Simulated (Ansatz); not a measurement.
Complex (SMILES): O (H2O) with ClF (F-Cl), atoms 1 to 3 the first; geometry from NCB31 set, monomers rigid:
```xyz
5

O      2.2398     0.0000    -0.0882
H      2.6009     0.7620     0.3771
H      2.6011    -0.7617     0.3772
Cl    -0.3159    -0.0001    -0.0169
F     -1.9723     0.0001     0.0266
```

How fast the counterpoise-corrected interaction energy converges with the basis for several methods (Ansatz, a quantum-chemistry and plane-wave program): deviation from each method's own reference, in kcal/mol. References: B3LYP -5.39 kcal/mol, the value in aug-pcseg-3; HF -3.07 kcal/mol, the value in aug-pcseg-3; MP2 -5.85 kcal/mol, Hartree-Fock in aug-cc-pV(Q+d)Z plus the correlation part extrapolated as X^-3 from aug-cc-pV(T+d)Z and aug-cc-pV(Q+d)Z; PBE -6.93 kcal/mol, the value in aug-pcseg-3. All functions are spherical. In correlated methods cores are frozen. No added dispersion term, no relativity. 

```csv
basis,functions,B3LYP,HF,MP2,PBE
6-31G,35,-0.71,(withheld),1.60,-0.83
pcseg-0,35,-0.32,(withheld),2.18,-0.53
def2-SVP,56,-1.05,(withheld),1.20,-1.13
def2-SVPD,89,-0.19,(withheld),1.11,-0.30
"6-311++G(2d,2p)",109,-0.20,(withheld),1.15,-0.21
def2-TZVP,111,-0.43,(withheld),0.81,-0.46
pcseg-2,122,-0.10,(withheld),1.35,-0.14
def2-TZVPPD,165,0.06,(withheld),0.91,0.07
aug-cc-pV(T+d)Z,193,0.03,(withheld),0.50,0.03
def2-QZVPPD,277,0.01,(withheld),0.46,0.01
aug-cc-pV(Q+d)Z,341,0.01,(withheld),0.20,0.00
aug-pcseg-3,357,0.00,(withheld),0.35,0.00
```

### Question
Complete the blanks.

### Answer

- 6-31G, HF: -0.87
- pcseg-0, HF: -0.63
- def2-SVP, HF: -1.27
- def2-SVPD, HF: -0.43
- 6-311++G(2d,2p), HF: -0.26
- def2-TZVP, HF: -0.31
- pcseg-2, HF: 0.04
- def2-TZVPPD, HF: 0.03
- aug-cc-pV(T+d)Z, HF: 0.05
- def2-QZVPPD, HF: 0.02
- aug-cc-pV(Q+d)Z, HF: 0.01
- aug-pcseg-3, HF: 0.00

Mean absolute deviation over 6-311++G(2d,2p), def2-TZVP, pcseg-2, def2-TZVPPD, aug-cc-pV(T+d)Z: HF 0.14, B3LYP 0.16, PBE 0.18, MP2 0.94 kcal/mol.
